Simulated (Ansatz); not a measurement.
# C2H7NO: the cost of one run

All numbers are computed with Ansatz 0.2.0, driven from Python. Level of theory: PBE0/6-31G*.

### Step 1. Starting point

Bond lengths: N1–C2 1.459 Å, C2–C3 1.532 Å, C3–O4 1.425 Å, N1–H5 1.019 Å, N1–H6 1.020 Å, C2–H7 1.096 Å, C2–H8 1.096 Å, C3–H9 1.095 Å, C3–H10 1.095 Å, O4–H11 0.972 Å. Angles (14 of 16 angles, heavy atoms first): N1–C2–C3 112.4°, C2–C3–O4 110.5°, N1–C2–H7 109.6°, N1–C2–H8 109.6°, C3–C2–H7 109.2°, C3–C2–H8 109.7°, C2–N1–H5 110.0°, C2–N1–H6 109.3°, C2–C3–H9 111.3°, C2–C3–H10 110.7°, O4–C3–H9 108.1°, O4–C3–H10 108.0°, C3–O4–H11 107.5°, H7–C2–H8 106.2°.

No structure file is read: the coordinates are typed or built in the script.

### Step 2. The script

Input file opt_c2h7no.py:

```python
'''Relax the C2H7NO molecule.'''

import warnings

import ansatz as az
import numpy as np
from rdkit import Chem
from rdkit.Chem import AllChem


def main() -> None:
    warnings.simplefilter('ignore', az.DeckWarning)

    # a force-field geometry from the SMILES
    rd = Chem.AddHs(Chem.MolFromSmiles('NCCO'))
    AllChem.EmbedMolecule(rd, randomSeed=840)
    AllChem.UFFOptimizeMolecule(rd)
    geometry = az.Crystal.molecule()
    for atom, xyz in zip(rd.GetAtoms(), rd.GetConformer().GetPositions()):
        geometry = geometry.atom(atom.GetSymbol(), xyz.round(5).tolist())

    job = (
        geometry.calculation()
        .basis(gaussian='6-31G*')
        .functional('pbe0')
    )
    symbols = [site.symbol for site in geometry.cartesian_sites]
    start = np.array([site.position_ang for site in geometry.cartesian_sites], dtype=float)
    data = job.relax(force_tolerance=0.02).run().report
    end = np.array(data['positions_ang'])

    print('reference energy %16.6f eV' % data['reference_energy_ev'])
    print('total energy     %16.6f eV' % data['free_energy_ev'])
    print('occupied orbitals outside the frozen core (up, down):', data['n_occupied'], ' frozen:', data['n_frozen'], ' virtual:', data['n_virtual'])

    print('final positions (A) and the move of each atom')
    for symbol, xyz, old in zip(symbols, end, start):
        print(f'{symbol:2s} {xyz[0]:10.5f} {xyz[1]:10.5f} {xyz[2]:10.5f}   {np.linalg.norm(xyz - old):7.4f}')
    with open('c2h7no_opt.xyz', 'w') as handle:
        handle.write(f'{len(symbols)}\nrelaxed C2H7NO\n')
        handle.writelines(f'{s:2s} {x:11.6f} {y:11.6f} {z:11.6f}\n' for s, (x, y, z) in zip(symbols, end))


if __name__ == '__main__':
    main()
```

### Step 3. The input behind the calls

The engine receives this input:

```yaml
crystal:
  periodic: [false, false, false]
  atoms:
    - { symbol: "N", position_ang: [1.66031, 0.21198, -0.29168] }
    - { symbol: C, position_ang: [0.36168, -0.43912, -0.4494] }
    - { symbol: C, position_ang: [-0.74454, 0.33683, 0.27482] }
    - { symbol: O, position_ang: [-1.9827, -0.29081, 0.0817] }
    - { symbol: H, position_ang: [1.88037, 0.28367, 0.7285] }
    - { symbol: H, position_ang: [1.59945, 1.18409, -0.67324] }
    - { symbol: H, position_ang: [0.42105, -1.4715, -0.04166] }
    - { symbol: H, position_ang: [0.11824, -0.50915, -1.53176] }
    - { symbol: H, position_ang: [-0.5155, 0.4126, 1.36234] }
    - { symbol: H, position_ang: [-0.80414, 1.36681, -0.13658] }
    - { symbol: H, position_ang: [-1.99423, -1.08541, 0.67697] }
basis:
  gaussian:
    orbitals: "6-31G*"
hamiltonian:
  xc: pbe0
relax:
  f_tol: 0.02
```

### Step 4. Launch

On the command line:

```bash
> python opt_c2h7no.py
```

**Question.** How long does this script take on 1 thread of Arm Neoverse V2, shared host, and how much memory does it need?

About 20 s, with a peak of 0.26 GiB.
